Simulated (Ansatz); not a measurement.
# Two structures, one formula

The two ends of one reaction step of AlNH$_{6}$O, closed shell (PBE0-D4/def2-TZVP).

A:

```
atom    x (Å)    y (Å)    z (Å)
 Al1  -0.3027  -0.6349   0.5668
  N2  -0.6079   1.1223   0.1246
  H3  -1.4752  -1.6654   0.2750
  H4   0.7783  -0.8700   1.7188
  H5   0.6837   0.2759  -1.1626
  O6   0.8654  -0.6917  -1.0725
  H7  -0.2419   1.8655   0.7025
  H8  -1.5084   1.4162  -0.2261
  H9   1.8086  -0.8179  -0.9263
```

B:

```
atom    x (Å)    y (Å)    z (Å)
 Al1   0.0337  -0.8088   0.4018
  N2  -0.5042   1.1151  -0.0152
  H3  -1.3336  -1.6202   0.2059
  H4   0.6363  -0.7056   1.8826
  H5   0.0800   1.3323  -0.8196
  O6   1.1537  -0.7871  -0.9262
  H7  -0.2945   1.7734   0.7266
  H8  -1.4766   1.2248  -0.2800
  H9   1.7052  -1.5240  -1.1760
```

Ansatz 0.2.0; basis: def2-TZVPP; cores frozen in the correlated methods. B3LYP uses VWN-RPA correlation.

(1) Which structure is lower at CCSD(T), and by how much? (An estimate is asked for; the value comes from the calculation.)

T1 diagnostic: at most 0.010.

## Answers

(1) By the calculation: B, by 85.1 kJ/mol (electronic energy, against the other). By their contacts, A is AlNH₆O ([NH2][AlH2][OH2]) and B is AlNH₆O ([NH3][AlH2][OH]).

All methods give the same order:

```csv
method,E(B) − E(A) (kJ/mol)
SPW92,-69.7
PBE-D4,-76.5
BLYP-D4,-80.8
r2SCAN-D4,-83.7
B97M-V,-87.2
PBE0-D4,-81.5
B3LYP-D4,-84.5
r2SCAN0-D4,-85.9
BHLYP-D4,-90.1
CAM-B3LYP-D4,-85.5
wB97X-V,-85.5
wB97M-V,-82.3
B2PLYP,-85.8
PBE-QIDH,-85.3
RPA on PBE,-84.7
HF,-99.5
MP2,-85.3
CCSD,-87.6
CCSD(T),-85.1
```

Labels in which every atom is bracketed show which atoms are joined, not bond orders.

For scale, one of the runs: CCSD(T)/def2-TZVPP, 188 basis functions, launched by `ansatz run in.yaml --threads 2 --pin off --events-out ev --progress --plain --max-ram 4352MiB`. Hardware: 2 CPU threads of an Arm Neoverse V2, shared host. Wall time 43 s; peak host memory 2 GiB.
